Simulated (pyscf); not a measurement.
Thermochemistry of product channels of `[SiH3][GeH3]` + `[OH2]` on the singlet surface, in eV, from CCSD(T)/def2-TZVPP + ΔMP2(QZVPP) energies (ideal gas, 1 atm, RRHO with modes under 100 cm⁻¹ raised to 100, one conformer, R ln 2 for chiral ones without a mode under 150 cm⁻¹). PySCF, gas phase, ωB97X-D3(BJ)/def2-SVP geometries. MP2 and CC: frozen core, UHF for open shells. ΔMP2 is the change of the MP2 total energy from the triple- to the quadruple-zeta basis.

| products | ΔE | ΔH(298 K) | ΔG(600 K) | ΔG(900 K) |
|---|---|---|---|---|
| `[OH][SiH3]` + `[GeH4]` | -0.67 | -0.72 | -0.67 | -0.64 |
| `[SiH4]` + `[OH][GeH3]` | -0.01 | -0.07 | -0.03 | +0.01 |

These are energies of the channels, which say nothing of barriers. The CCSD(T) − MP2 part came from Ansatz, without density fitting, on the same reference. The frozen core leaves the outer d or s,p core shells of the metals and heavy elements correlated in the MP2 and CC values, and def2-TZVPP describes them poorly, which can shift differences by a few kcal/mol. Elements up to Kr have no core potential and no relativistic terms here.
